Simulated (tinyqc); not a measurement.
Worked calculation: RKS/exchange-only LDA in the sto-3g basis, for H2O, spin multiplicity 1. One step of it, computed by the program tinyqc.

Question. Iteration 2: DIIS coefficients. Solve [B -1; -1 0][c; lambda] = [0; -1] for the coefficients, which sum to one.

B (overlaps of the stored error matrices):
```
                1               2
1   4.3202703e+02  -2.4031091e+00
2  -2.4031091e+00   1.2313384e+00
```

Give: DIIS coefficients.

Answer.

DIIS coefficients: 0.0083  0.9917
